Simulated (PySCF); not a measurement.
Compound: C₅H₆O.
Numbering: `[CH2:1]=[CH:2]/[CH:3]=[CH:4]/[CH:5]=[O:6]` (hydrogens: H7, H8 on C1; H9 on C2; H10 on C3; H11 on C4; H12 on C5)

Computed by this run: B3LYP/cc-pVDZ geometry optimisation, gas phase in PySCF 2.14.0; density fitting, grid level 1; the optimiser is geomeTRIC in internal coordinates, started from a GFN2-xTB structure.

Step 0: E = -7328.9590 eV
```
atom  x, y, z in Å  |  force x, y, z in eV/Å
C1     -1.8468    0.7902    1.4863   -0.209   0.108   0.129
C2     -0.7985    0.0370    1.1578    0.176  -0.088  -0.116
C3     -0.0924    0.1715   -0.0883    0.021  -0.040   0.034
C4      0.9663   -0.5773   -0.4386    0.118  -0.123   0.025
C5      1.6539   -0.4110   -1.7083   -0.353   0.341  -0.030
O6      2.6075   -1.0553   -2.0717    0.679  -0.504  -0.190
H7     -2.2240    1.5511    0.8225   -0.183   0.416  -0.396
H8     -2.3611    0.6734    2.4242   -0.260  -0.094   0.531
H9     -0.4352   -0.7216    1.8381    0.126  -0.332   0.346
H10    -0.4555    0.9310   -0.7708   -0.127   0.340  -0.356
H11     1.3529   -1.3431    0.2202    0.176  -0.350   0.302
H12     1.2247    0.3843   -2.3522   -0.165   0.326  -0.279
```

Step 1: E = -7329.0036 eV
```
atom  x, y, z in Å  |  force x, y, z in eV/Å
C1     -1.8649    0.8002    1.4956   -0.062   0.054   0.004
C2     -0.8070    0.0398    1.1664    0.031  -0.069   0.066
C3     -0.0838    0.1624   -0.0844   -0.027   0.062  -0.059
C4      0.9813   -0.5907   -0.4378    0.005  -0.029   0.040
C5      1.6601   -0.4069   -1.7246    0.067  -0.027  -0.053
O6      2.6207   -1.0570   -2.0916   -0.026   0.021   0.003
H7     -2.2443    1.5719    0.8179    0.008  -0.016   0.014
H8     -2.3829    0.6762    2.4494    0.009   0.004  -0.019
H9     -0.4506   -0.7249    1.8668   -0.014   0.021  -0.014
H10    -0.4409    0.9290   -0.7865    0.016  -0.025   0.018
H11     1.3808   -1.3689    0.2214   -0.002   0.011  -0.015
H12     1.2230    0.3990   -2.3734   -0.004  -0.006   0.015
```

Problem. Estimate the geometry and energy of step 2. (The exact step hangs on the optimiser's Hessian estimate; all steps are aligned on step 1, rigid shifts and turns removed.)

Solution. E = -7329.0036 eV, largest force 0.074 eV/Å
```
atom  x, y, z in Å  |  force x, y, z in eV/Å
C1     -1.8649    0.8026    1.4913   -0.009  -0.006   0.020
C2     -0.8069    0.0361    1.1729    0.003   0.008  -0.017
C3     -0.0814    0.1573   -0.0785    0.018  -0.002  -0.024
C4      0.9846   -0.5945   -0.4356    0.017  -0.035   0.032
C5      1.6594   -0.4059   -1.7253    0.010   0.031  -0.067
O6      2.6193   -1.0478   -2.1068   -0.027  -0.010   0.053
H7     -2.2374    1.5715    0.8077    0.005  -0.002  -0.002
H8     -2.3890    0.6855    2.4421   -0.002   0.001   0.001
H9     -0.4555   -0.7265    1.8770   -0.006   0.008  -0.004
H10    -0.4380    0.9232   -0.7800    0.001   0.000   0.001
H11     1.3873   -1.3735    0.2198   -0.002  -0.002   0.006
H12     1.2142    0.4022   -2.3653   -0.009   0.008   0.002
```

The energy changes by 0.0000 eV. The first-order estimate −F·Δx gives -0.0008 eV and the mean of the old and new forces, exact on a quadratic surface, 0.0000 eV. The step makes an angle of 84° with the force vector and moves no atom by more than 0.018 Å.

The cost below is that of the whole optimisation. Hardware: one thread of an Arm Neoverse V1, on a shared host. Cost: 21 s, 0.50 GiB resident at most.
